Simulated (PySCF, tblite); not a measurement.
# CH6SSi: changes of charge

Wanted: changes of charge for CH6SSi (`CS[SiH3]`).

Computed with tblite 0.8.0 and PySCF 2.14.0 and routines of our own; the level stands in each step. Atoms count from 0.

## (1) The system as given

9 atoms, charge 0, multiplicity 1; geometry from: start built from the parent or by distance geometry.

## (2) Geometry optimisation with GFN2-xTB

What the job is given:

```
{"job": {"kind": "relax", "xc": "GFN2-xTB", "basis": "xTB"}, "charge": 0, "multiplicity": 1}
C      1.605700    -0.138100     0.086800
S      0.300000     0.531800    -1.041100
Si    -1.555300     0.122500    -0.035700
H      2.083600    -0.935600    -0.471500
H      2.333100     0.656000     0.264100
H      1.105200    -0.446800     1.029000
H     -1.387300    -0.754200     1.110000
H     -2.436300    -0.427300    -1.057100
H     -2.021400     1.403700     0.492200
```

The run is started by

```
> OMP_NUM_THREADS=1 python redox_run.py task.json out
```

This one command runs all jobs of the session in turn.

What it wrote:

```text
step      E/eV     max force
  0    -277.25523    0.983
  1    -277.27580    0.477
  2    -277.29099    0.354
  3    -277.29695    0.215
  4    -277.30240    0.189
  5    -277.30595    0.203
  6    -277.30847    0.169
  7    -277.31034    0.151
  8    -277.31228    0.181
  9    -277.31414    0.140
 10    -277.31545    0.082
 11    -277.31604    0.056
 12    -277.31639    0.073
 13    -277.31681    0.084
 14    -277.31735    0.084
 15    -277.31787    0.077
 16    -277.31825    0.063
 17    -277.31851    0.045
 18    -277.31872    0.040
 19    -277.31887    0.033
 20    -277.31900    0.034
 21    -277.31912    0.038
 22    -277.31927    0.041
 23    -277.31944    0.046
 24    -277.31959    0.044
 25    -277.31974    0.039
 26    -277.31990    0.045
 27    -277.32009    0.047
 28    -277.32026    0.052
 29    -277.32041    0.047
 30    -277.32055    0.034
 31    -277.32073    0.046
 32    -277.32090    0.042
 33    -277.32102    0.034
 34    -277.32112    0.039
 35    -277.32129    0.049
 36    -277.32172    0.107
 37    -277.32301    0.212
 38    -277.32339    0.429
 39    -277.32741    0.315
 40    -277.33131    0.295
 41    -277.33204    0.406
 42    -277.34052    0.093
 43    -277.34347    0.091
 44    -277.34367    0.308
 45    -277.34661    0.146
 46    -277.34784    0.141
 47    -277.35276    0.184
 48    -277.35577    0.062
 49    -277.35672    0.059
 50    -277.35721    0.073
 51    -277.35749    0.067
 52    -277.35827    0.074
 53    -277.35912    0.085
 54    -277.36018    0.089
 55    -277.36069    0.079
 56    -277.36108    0.040
 57    -277.36122    0.023
 58    -277.36129    0.022
 59    -277.36134    0.024
 60    -277.36142    0.026
 61    -277.36154    0.033
 62    -277.36183    0.077
 63    -277.36236    0.127
 64    -277.36321    0.171
 65    -277.36434    0.170
 66    -277.36554    0.112
 67    -277.36652    0.079
 68    -277.36731    0.149
 69    -277.36791    0.224
 70    -277.37004    0.130
 71    -277.37182    0.079
 72    -277.37430    0.161
 73    -277.37528    0.104
 74    -277.37665    0.101
 75    -277.38055    0.201
 76    -277.38293    0.169
 77    -277.38551    0.187
 78    -277.38716    0.106
 79    -277.38810    0.059
 80    -277.38835    0.054
 81    -277.38845    0.051
 82    -277.38858    0.047
 83    -277.38874    0.042
 84    -277.38885    0.053
 85    -277.38901    0.064
 86    -277.38918    0.054
 87    -277.38930    0.027
 88    -277.38936    0.032
 89    -277.38940    0.017
 90    -277.38942    0.020
 91    -277.38945    0.012
 92    -277.38946    0.009
```

It took 0.28 s on 1 thread of Intel Xeon Platinum 8488C, shared host.

The steps of the relaxation: (not every step is listed)

| step | energy from step 0 (eV) | largest force (eV/Å) |
| --- | --- | --- |
| 0 | 0.0000 | 0.9833 |
| 1 | -0.0206 | 0.4773 |
| 2 | -0.0358 | 0.3539 |
| 3 | -0.0417 | 0.2152 |
| 4 | -0.0472 | 0.1885 |
| 5 | -0.0507 | 0.2032 |
| 6 | -0.0532 | 0.1687 |
| 7 | -0.0551 | 0.1509 |
| 8 | -0.0571 | 0.1814 |
| 15 | -0.0626 | 0.0766 |
| 22 | -0.0640 | 0.0407 |
| 29 | -0.0652 | 0.0466 |
| 36 | -0.0665 | 0.1067 |
| 43 | -0.0882 | 0.0913 |
| 50 | -0.1020 | 0.0728 |
| 57 | -0.1060 | 0.0232 |
| 64 | -0.1080 | 0.1711 |
| 71 | -0.1166 | 0.0786 |
| 78 | -0.1319 | 0.1064 |
| 85 | -0.1338 | 0.0636 |
| 87 | -0.1341 | 0.0274 |
| 88 | -0.1341 | 0.0322 |
| 89 | -0.1342 | 0.0174 |
| 90 | -0.1342 | 0.0203 |
| 91 | -0.1342 | 0.0117 |
| 92 | -0.1342 | 0.0085 |

Close pairs (by a distance rule), those that changed most:

| bond | before (Å) | after (Å) | change (Å) |
| --- | --- | --- | --- |
| C0–S1 | 1.851 | 1.822 | -0.029 |
| C0–H5 | 1.111 | 1.086 | -0.025 |
| S1–Si2 | 2.150 | 2.141 | -0.009 |
| Si2–H6 | 1.452 | 1.460 | +0.007 |
| Si2–H7 | 1.457 | 1.450 | -0.007 |
| C0–H4 | 1.091 | 1.086 | -0.006 |
| Si2–H8 | 1.462 | 1.460 | -0.002 |
| C0–H3 | 1.084 | 1.085 | +0.000 |

The next job starts from the end point, and lists it.

## (3) Harmonic vibrations with GFN2-xTB

What the job is given:

```
{"job": {"kind": "ir", "xc": "GFN2-xTB", "basis": "xTB"}, "charge": 0, "multiplicity": 1}
C      1.518858    -0.140748     0.107829
S      0.249323    -0.347385    -1.182006
Si    -1.509697     0.133826    -0.060319
H      2.474808    -0.371933    -0.349870
H      1.515990     0.885178     0.462894
H      1.323283    -0.827476     0.925502
H     -1.594545    -0.795599     1.062143
H     -2.579989    -0.023725    -1.025473
H     -1.370907     1.499849     0.436180
```

What it wrote:

```text
mode    cm-1     km/mol
  1     110.2      0.25
  2     121.8      0.07
  3     185.0      1.00
  4     510.8     45.13
  5     535.7     52.74
  6     559.5     45.77
  7     721.3     19.70
  8     737.0    156.93
  9     768.0    438.79
 10     796.2    230.83
 11     946.1      0.21
 12     958.6      2.04
 13    1322.1      2.24
 14    1453.3      3.99
 15    1460.8      7.62
 16    2282.8    327.19
 17    2299.9    145.17
 18    2386.4    216.78
 19    3028.6      5.63
 20    3032.9     11.18
 21    3059.8      1.75
ZPE 163.151  H(298)-E 181.138  G(298)-E 87.395 kJ/mol  S 314.42 J/(mol K)
```

It took 0.17 s on 1 thread of Intel Xeon Platinum 8488C, shared host.

Which atoms move in the most intense modes:

| cm⁻¹ | km/mol | atoms |
| --- | --- | --- |
| 536 | 52.7 | H8 45 %, H6 44 % |
| 560 | 45.8 | H7 41 %, H6 16 %, H8 15 %, Si2 15 % |
| 737 | 156.9 | H7 59 %, H6 19 %, H8 17 % |
| 768 | 438.8 | H7 34 %, H8 27 %, H6 25 % |
| 796 | 230.8 | H8 48 %, H6 47 % |
| 2283 | 327.2 | H8 54 %, H6 41 % |
| 2300 | 145.2 | H6 55 %, H8 43 % |
| 2386 | 216.8 | H7 97 % |

## (4) Optimising the geometry at PBE0-D3(BJ)/def2-SVP

The job, as its differences from that of step 3:

```diff
@@ -1,2 +1,2 @@
-{"job": {"kind": "ir", "xc": "GFN2-xTB", "basis": "xTB"}, "charge": 0, "multiplicity": 1}
+{"job": {"xc": "PBE0", "basis": "def2-SVP", "d3": "d3bj", "grid": 1, "kind": "geom"}, "charge": 0, "multiplicity": 1}
 C      1.518858    -0.140748     0.107829
```

What it wrote:

```text
step   0  E = -728.85195486  max force = 0.021338
step   1  E = -728.85501636  max force = 0.002035
step   2  E = -728.85504333  max force = 0.000410
step   3  E = -728.85504569  max force = 0.000222
optimisation converged
```

Wall time 6.9 s (1 thread of Intel Xeon Platinum 8488C, shared host).

The steps of the relaxation:

| step | energy from step 0 (eV) | largest force component (eV/Å) |
| --- | --- | --- |
| 0 | 0.0000 | 1.0972 |
| 1 | -0.0833 | 0.1046 |
| 2 | -0.0840 | 0.0211 |
| 3 | -0.0841 | 0.0114 |

Distances of close pairs at the start and the end, largest changes first:

| bond | before (Å) | after (Å) | change (Å) |
| --- | --- | --- | --- |
| Si2–H7 | 1.450 | 1.491 | +0.041 |
| Si2–H6 | 1.460 | 1.496 | +0.036 |
| Si2–H8 | 1.460 | 1.496 | +0.036 |
| C0–H5 | 1.086 | 1.099 | +0.014 |
| C0–H4 | 1.086 | 1.099 | +0.014 |
| C0–H3 | 1.085 | 1.098 | +0.013 |
| S1–Si2 | 2.141 | 2.138 | -0.003 |
| C0–S1 | 1.822 | 1.823 | +0.001 |

The end geometry stands in the next job.

| at the end point | value |
| --- | --- |
| point group (found at 0.08 Å tolerance) | Cs |
| rotational constants (GHz, main isotopes) | 13.949, 4.204, 3.432 |
| dipole moment (D) | 1.47 |

## (5) Harmonic vibrations (CH6SSi): PBE0-D3(BJ)/def2-SVP

What the job is given:

```
{"job": {"xc": "PBE0", "basis": "def2-SVP", "d3": "d3bj", "grid": 2, "kind": "hessian"}, "charge": 0, "multiplicity": 1}
C      1.533826    -0.140067     0.092221
S      0.269968    -0.319701    -1.208580
Si    -1.486367     0.123991    -0.073034
H      2.500385    -0.373484    -0.373765
H      1.569075     0.888229     0.479359
H      1.363274    -0.844057     0.919218
H     -1.643238    -0.820657     1.076383
H     -2.631600    -0.019691    -1.016336
H     -1.446747     1.515194     0.475784
```

What it wrote:

```text
coarse grid: 8056 points
cycle   1  E = -728.7658418049  dE = -8.432e-02  |g| = 1.939e-01  |ddm| = 2.721e+00
cycle   2  E = -728.7676307959  dE = -1.789e-03  |g| = 1.815e-01  |ddm| = 5.857e-01
cycle   3  E = -728.7780681776  dE = -1.044e-02  |g| = 2.444e-02  |ddm| = 3.026e-01
cycle   4  E = -728.7782483699  dE = -1.802e-04  |g| = 7.590e-03  |ddm| = 3.925e-02
cycle   5  E = -728.7782652124  dE = -1.684e-05  |g| = 2.733e-03  |ddm| = 1.237e-02
cycle   6  E = -728.7782673009  dE = -2.088e-06  |g| = 4.739e-04  |ddm| = 3.327e-03
final grid: 67112 points
cycle   7  E = -728.8550298133  dE = -7.160e-06  |g| = 5.146e-03  |ddm| = 1.822e-02
cycle   8  E = -728.8550257834  dE =  4.030e-06  |g| = 6.372e-03  |ddm| = 1.163e-02
cycle   9  E = -728.8550368035  dE = -1.102e-05  |g| = 3.692e-04  |ddm| = 6.595e-03
cycle  10  E = -728.8550368457  dE = -4.224e-08  |g| = 6.789e-05  |ddm| = 5.163e-04
cycle  11  E = -728.8550368471  dE = -1.376e-09  |g| = 2.211e-05  |ddm| = 1.307e-04
cycle  12  E = -728.8550368473  dE = -1.708e-10  |g| = 3.754e-06  |ddm| = 3.789e-05
cycle  13  E = -728.8550368473  dE = -6.253e-12  |g| = 6.430e-07  |ddm| = 5.354e-06
converged SCF energy = -728.8550368473

mode    cm-1
  1     120.0
  2     135.9
  3     178.2
  4     517.5
  5     623.4
  6     633.0
  7     731.2
  8     912.8
  9     915.7
 10     961.9
 11     964.0
 12     983.5
 13    1335.2
 14    1448.4
 15    1452.9
 16    2217.7
 17    2218.1
 18    2257.4
 19    3064.8
 20    3175.4
 21    3188.8
ZPE 167.691  H(298)-E 184.991  G(298)-E 92.292 kJ/mol  S 310.91 J/(mol K)
```

It took 61 s on 1 thread of Intel Xeon Platinum 8488C, shared host; peak memory 1.2 GiB.

Zero-point energy 167.69 kJ/mol (xTB gave 163.15).

## (6) Single point (CH₆SSi): wB97X-D3(BJ)/ma-def2-TZVP

Geometry: PBE0-D3(BJ)/def2-SVP.

The job, as its differences from that of step 5:

```diff
@@ -1,2 +1,2 @@
-{"job": {"xc": "PBE0", "basis": "def2-SVP", "d3": "d3bj", "grid": 2, "kind": "hessian"}, "charge": 0, "multiplicity": 1}
+{"job": {"kind": "sp", "xc": "wB97X", "basis": "ma-def2-TZVP", "d3": "d3bj", "grid": 2}, "charge": 0, "multiplicity": 1}
 C      1.533826    -0.140067     0.092221
```

What it wrote:

```text
coarse grid: 8056 points
cycle   1  E = -729.4969720925  dE = -8.101e-02  |g| = 2.650e-01  |ddm| = 2.000e+00
cycle   2  E = -729.5147828448  dE = -1.781e-02  |g| = 1.704e-01  |ddm| = 3.802e-01
cycle   3  E = -729.5216684314  dE = -6.886e-03  |g| = 2.927e-02  |ddm| = 1.450e-01
cycle   4  E = -729.5219499008  dE = -2.815e-04  |g| = 9.828e-03  |ddm| = 3.742e-02
cycle   5  E = -729.5219842105  dE = -3.431e-05  |g| = 3.499e-03  |ddm| = 1.447e-02
cycle   6  E = -729.5219886419  dE = -4.431e-06  |g| = 8.358e-04  |ddm| = 4.422e-03
final grid: 67112 points
cycle   7  E = -729.5227148535  dE = -1.668e-05  |g| = 2.576e-03  |ddm| = 1.502e-02
cycle   8  E = -729.5227155560  dE = -7.025e-07  |g| = 2.026e-03  |ddm| = 2.723e-03
cycle   9  E = -729.5227164489  dE = -8.929e-07  |g| = 1.592e-04  |ddm| = 1.230e-03
cycle  10  E = -729.5227164626  dE = -1.372e-08  |g| = 7.070e-05  |ddm| = 2.936e-04
cycle  11  E = -729.5227164646  dE = -2.024e-09  |g| = 1.894e-05  |ddm| = 1.018e-04
converged SCF energy = -729.5227164646
```

Run time: 4.4 s. Hardware: 1 thread of Intel Xeon Platinum 8488C, shared host; peak memory 0.59 GiB.

## (7) Single point (CH₆SSi+ (doublet)): wB97X-D3(BJ)/ma-def2-TZVP

Geometry: PBE0-D3(BJ)/def2-SVP, that of another charge or spin state.

The job, as its differences from that of step 6:

```diff
@@ -1,2 +1,2 @@
-{"job": {"kind": "sp", "xc": "wB97X", "basis": "ma-def2-TZVP", "d3": "d3bj", "grid": 2}, "charge": 0, "multiplicity": 1}
+{"job": {"kind": "sp", "xc": "wB97X", "basis": "ma-def2-TZVP", "d3": "d3bj", "grid": 2}, "charge": 1, "multiplicity": 2}
 C      1.533826    -0.140067     0.092221
```

What it wrote:

```text
final grid: 67112 points
cycle   1  E = -729.1666694174  dE = -3.483e-02  |g| = 1.713e-01  |ddm| = 4.434e-01
cycle   2  E = -729.1759572275  dE = -9.288e-03  |g| = 1.140e-01  |ddm| = 2.581e-01
cycle   3  E = -729.1811100032  dE = -5.153e-03  |g| = 1.039e-02  |ddm| = 9.184e-02
cycle   4  E = -729.1812724430  dE = -1.624e-04  |g| = 5.578e-03  |ddm| = 1.406e-02
cycle   5  E = -729.1813483419  dE = -7.590e-05  |g| = 2.244e-03  |ddm| = 1.094e-02
cycle   6  E = -729.1813650983  dE = -1.676e-05  |g| = 9.418e-04  |ddm| = 4.823e-03
cycle   7  E = -729.1813685645  dE = -3.466e-06  |g| = 3.971e-04  |ddm| = 2.480e-03
cycle   8  E = -729.1813690915  dE = -5.270e-07  |g| = 1.523e-04  |ddm| = 1.064e-03
cycle   9  E = -729.1813691628  dE = -7.131e-08  |g| = 4.182e-05  |ddm| = 4.336e-04
cycle  10  E = -729.1813691687  dE = -5.913e-09  |g| = 1.058e-05  |ddm| = 1.404e-04
converged SCF energy = -729.1813691687
```

Wall time 7.9 s (1 thread of Intel Xeon Platinum 8488C, shared host); peak memory 0.62 GiB.

## (8) Relaxing the molecule with GFN2-xTB

This step treats CH₆SSi+ (doublet), labelled `C[S+][SiH3]` (the label fixes atoms and charge, not where charge and spin sit).

What the job is given:

```
{"job": {"kind": "relax", "xc": "GFN2-xTB", "basis": "xTB"}, "charge": 1, "multiplicity": 2}
C      1.550100    -0.146200     0.086900
S      0.259200    -0.311000    -1.231600
Si    -1.468900     0.116400    -0.069800
H      2.497900    -0.358900    -0.394400
H      1.565900     0.884400     0.490700
H      1.352300    -0.845800     0.910400
H     -1.642800    -0.814800     1.065400
H     -2.620200    -0.010700    -1.011300
H     -1.437700     1.508400     0.474600
```

What it wrote:

```text
step      E/eV     max force
  0    -263.89171    2.722
  1    -264.03178    1.682
  2    -264.13092    0.656
  3    -264.15055    0.548
  4    -264.18607    0.480
  5    -264.19750    0.357
  6    -264.20276    0.204
  7    -264.20452    0.130
  8    -264.20563    0.112
  9    -264.20671    0.105
 10    -264.20739    0.082
 11    -264.20775    0.066
 12    -264.20805    0.055
 13    -264.20838    0.049
 14    -264.20858    0.036
 15    -264.20865    0.017
 16    -264.20867    0.016
 17    -264.20870    0.013
 18    -264.20872    0.013
 19    -264.20873    0.008
 20    -264.17933    0.865
 21    -264.20255    0.422
 22    -264.21072    0.234
 23    -264.21154    0.140
 24    -264.21220    0.080
 25    -264.21233    0.063
 26    -264.21247    0.016
 27    -264.21248    0.012
 28    -264.21252    0.028
 29    -264.21257    0.045
 30    -264.21270    0.066
 31    -264.21289    0.072
 32    -264.21310    0.051
 33    -264.21324    0.029
 34    -264.21334    0.030
 35    -264.21345    0.050
 36    -264.21363    0.067
 37    -264.21389    0.077
 38    -264.21425    0.090
 39    -264.21486    0.121
 40    -264.21587    0.173
 41    -264.21743    0.209
 42    -264.21937    0.185
 43    -264.21841    0.216
 44    -264.22125    0.137
 45    -264.22193    0.079
 46    -264.22263    0.077
 47    -264.21621    0.592
 48    -264.22645    0.103
 49    -264.22828    0.077
 50    -264.20692    0.806
 51    -264.22986    0.065
 52    -264.23087    0.056
 53    -264.23004    0.293
 54    -264.23239    0.054
 55    -264.23280    0.065
 56    -264.23335    0.110
 57    -264.23374    0.091
 58    -264.23508    0.030
 59    -264.23531    0.036
 60    -264.23562    0.036
 61    -264.23592    0.051
 62    -264.23625    0.039
 63    -264.23647    0.059
 64    -264.23670    0.030
 65    -264.23682    0.022
 66    -264.23696    0.019
 67    -264.23705    0.014
 68    -264.23709    0.012
 69    -264.23711    0.010
 70    -264.23712    0.011
 71    -264.23715    0.012
 72    -264.23717    0.010
 73    -264.23718    0.008
```

Wall time 0.06 s (1 thread of Intel Xeon Platinum 8488C, shared host).

The steps of the relaxation: (not every step is listed) (the energy doesn't fall at every step)

| step | energy from step 0 (eV) | largest force (eV/Å) |
| --- | --- | --- |
| 0 | 0.0000 | 2.7216 |
| 1 | -0.1401 | 1.6825 |
| 2 | -0.2392 | 0.6563 |
| 3 | -0.2588 | 0.5478 |
| 4 | -0.2944 | 0.4797 |
| 5 | -0.3058 | 0.3573 |
| 6 | -0.3111 | 0.2043 |
| 7 | -0.3128 | 0.1297 |
| 8 | -0.3139 | 0.1123 |
| 14 | -0.3169 | 0.0360 |
| 20 | -0.2876 | 0.8655 |
| 26 | -0.3208 | 0.0158 |
| 32 | -0.3214 | 0.0512 |
| 38 | -0.3225 | 0.0898 |
| 44 | -0.3295 | 0.1373 |
| 50 | -0.3152 | 0.8064 |
| 56 | -0.3416 | 0.1102 |
| 62 | -0.3445 | 0.0388 |
| 68 | -0.3454 | 0.0116 |
| 69 | -0.3454 | 0.0105 |
| 70 | -0.3454 | 0.0110 |
| 71 | -0.3454 | 0.0119 |
| 72 | -0.3455 | 0.0097 |
| 73 | -0.3455 | 0.0077 |

Distances of close pairs at the start and the end, largest changes first:

| bond | before (Å) | after (Å) | change (Å) |
| --- | --- | --- | --- |
| S1–Si2 | 2.126 | 2.280 | +0.154 |
| C0–S1 | 1.853 | 1.780 | -0.073 |
| Si2–H7 | 1.493 | 1.451 | -0.041 |
| Si2–H8 | 1.495 | 1.462 | -0.033 |
| C0–H4 | 1.107 | 1.086 | -0.021 |
| Si2–H6 | 1.479 | 1.462 | -0.017 |
| C0–H3 | 1.084 | 1.093 | +0.009 |
| C0–H5 | 1.099 | 1.092 | -0.006 |

The end geometry stands in the next job.

## (9) Vibrational analysis with GFN2-xTB

What the job is given:

```
{"job": {"kind": "ir", "xc": "GFN2-xTB", "basis": "xTB"}, "charge": 1, "multiplicity": 2}
C      1.520369    -0.206960     0.129136
S      0.222313    -0.644374    -1.007045
Si    -1.646850     0.242985    -0.050150
H      2.256871     0.385356    -0.419315
H      1.160240     0.333517     0.999282
H      2.031619    -1.126361     0.422905
H     -1.670696    -0.544823     1.181196
H     -2.636999    -0.031551    -1.075199
H     -1.184535     1.615892     0.143442
```

What it wrote:

```text
mode    cm-1     km/mol
  1      61.5      2.46
  2      98.3      3.50
  3     170.4      0.22
  4     350.8     19.08
  5     494.5     40.17
  6     514.2     41.73
  7     674.5     93.60
  8     700.0    123.99
  9     739.6    171.21
 10     766.1    119.13
 11     835.4     10.47
 12     939.6      7.67
 13    1290.4     71.37
 14    1333.5     17.09
 15    1380.8     55.32
 16    2289.3     98.13
 17    2298.3     66.79
 18    2399.1     95.33
 19    2956.1     34.56
 20    2980.8     86.39
 21    3042.0      0.71
ZPE 157.401  H(298)-E 176.578  G(298)-E 78.758 kJ/mol  S 328.09 J/(mol K)
```

Run time: 0.18 s. Hardware: 1 thread of Intel Xeon Platinum 8488C, shared host.

The strongest bands and the atoms that carry them (share of the mass-weighted mode):

| cm⁻¹ | km/mol | atoms |
| --- | --- | --- |
| 674 | 93.6 | H7 59 %, H6 21 %, H8 16 % |
| 700 | 124.0 | H8 49 %, H6 44 % |
| 740 | 171.2 | H8 31 %, H6 28 %, H7 24 % |
| 766 | 119.1 | C0 51 %, S1 28 % |
| 1290 | 71.4 | H3 36 %, H5 35 %, H4 18 %, C0 11 % |
| 2289 | 98.1 | H6 84 %, H8 12 % |
| 2399 | 95.3 | H7 96 % |
| 2981 | 86.4 | H5 59 %, H3 34 % |

## (10) Geometry optimisation at PBE0-D3(BJ)/def2-SVP

This step treats CH6SSi+ (doublet), labelled `C[S+][SiH3]` (the label fixes atoms and charge, not where charge and spin sit).

The job, as its differences from that of step 9:

```diff
@@ -1,2 +1,2 @@
-{"job": {"kind": "ir", "xc": "GFN2-xTB", "basis": "xTB"}, "charge": 1, "multiplicity": 2}
+{"job": {"xc": "PBE0", "basis": "def2-SVP", "d3": "d3bj", "grid": 1, "kind": "geom"}, "charge": 1, "multiplicity": 2}
 C      1.520369    -0.206960     0.129136
```

What it wrote:

```text
step   0  E = -728.52640870  max force = 0.013113
step   1  E = -728.52798172  max force = 0.001685
step   2  E = -728.52800730  max force = 0.000248
step   3  E = -728.52801289  max force = 0.000278
optimisation converged
```

Wall time 11 s (1 thread of Intel Xeon Platinum 8488C, shared host).

Along the way:

| step | energy from step 0 (eV) | largest force component (eV/Å) |
| --- | --- | --- |
| 0 | 0.0000 | 0.6743 |
| 1 | -0.0428 | 0.0866 |
| 2 | -0.0435 | 0.0128 |
| 3 | -0.0437 | 0.0143 |

Close pairs (by a distance rule), those that changed most:

| bond | before (Å) | after (Å) | change (Å) |
| --- | --- | --- | --- |
| Si2–H7 | 1.451 | 1.479 | +0.028 |
| Si2–H6 | 1.462 | 1.487 | +0.025 |
| Si2–H8 | 1.462 | 1.486 | +0.025 |
| S1–Si2 | 2.280 | 2.260 | -0.020 |
| C0–H3 | 1.093 | 1.106 | +0.013 |
| C0–H5 | 1.092 | 1.105 | +0.012 |
| C0–H4 | 1.086 | 1.097 | +0.012 |
| C0–S1 | 1.780 | 1.785 | +0.005 |

The next job starts from the end point, and lists it.

| at the end point | value |
| --- | --- |
| point group (found at 0.08 Å tolerance) | C1 |
| rotational constants (GHz, main isotopes) | 14.782, 3.807, 3.209 |
| ⟨S²⟩ | 0.754 |

## (11) Harmonic vibrations (CH6SSi+ (doublet), C[S+][SiH3]): PBE0-D3(BJ)/def2-SVP

What the job is given:

```
{"job": {"xc": "PBE0", "basis": "def2-SVP", "d3": "d3bj", "grid": 2, "kind": "hessian"}, "charge": 1, "multiplicity": 2}
C      1.531343    -0.243548     0.124386
S      0.209884    -0.666001    -0.999032
Si    -1.614930     0.271466    -0.050997
H      2.258203     0.355064    -0.455692
H      1.195994     0.300279     1.016529
H      2.038224    -1.187747     0.392323
H     -1.696061    -0.488586     1.224668
H     -2.676040     0.006054    -1.046592
H     -1.184545     1.684421     0.112514
```

What it wrote:

```text
coarse grid: 8056 points
cycle   1  E = -728.4298989031  dE =  2.112e-01  |g| = 1.717e-01  |ddm| = 1.941e+00
cycle   2  E = -728.4388899430  dE = -8.991e-03  |g| = 1.360e-01  |ddm| = 4.568e-01
cycle   3  E = -728.4505592142  dE = -1.167e-02  |g| = 3.307e-02  |ddm| = 2.037e-01
cycle   4  E = -728.4511987033  dE = -6.395e-04  |g| = 1.141e-02  |ddm| = 4.562e-02
cycle   5  E = -728.4512949313  dE = -9.623e-05  |g| = 2.498e-03  |ddm| = 1.479e-02
cycle   6  E = -728.4513018358  dE = -6.904e-06  |g| = 1.061e-03  |ddm| = 4.893e-03
final grid: 67112 points
cycle   7  E = -728.5279801149  dE = -7.946e-06  |g| = 3.952e-03  |ddm| = 1.360e-02
cycle   8  E = -728.5279754789  dE =  4.636e-06  |g| = 4.890e-03  |ddm| = 9.572e-03
cycle   9  E = -728.5279892013  dE = -1.372e-05  |g| = 2.897e-04  |ddm| = 5.332e-03
cycle  10  E = -728.5279892607  dE = -5.942e-08  |g| = 9.473e-05  |ddm| = 4.394e-04
cycle  11  E = -728.5279892713  dE = -1.058e-08  |g| = 3.812e-05  |ddm| = 1.915e-04
cycle  12  E = -728.5279892731  dE = -1.762e-09  |g| = 8.006e-06  |ddm| = 9.277e-05
cycle  13  E = -728.5279892732  dE = -9.732e-11  |g| = 2.558e-06  |ddm| = 2.116e-05
converged SCF energy = -728.5279892732

mode    cm-1
  1     -46.3
  2      91.9
  3     178.4
  4     395.6
  5     497.2
  6     590.4
  7     723.3
  8     842.5
  9     855.4
 10     891.1
 11     894.4
 12     980.5
 13    1297.9
 14    1374.5
 15    1409.0
 16    2254.3
 17    2284.3
 18    2332.0
 19    3027.2
 20    3122.3
 21    3208.5
ZPE 163.272  H(298)-E 181.867  G(298)-E 84.812 kJ/mol  S 325.52 J/(mol K)
```

It took 2.1 min on 1 thread of Intel Xeon Platinum 8488C, shared host; peak memory 1.4 GiB.

Zero-point energy 163.27 kJ/mol (xTB gave 157.40). The log holds an imaginary mode, so this geometry is no minimum and the value is not that of one.

[end of part 1 of 2]
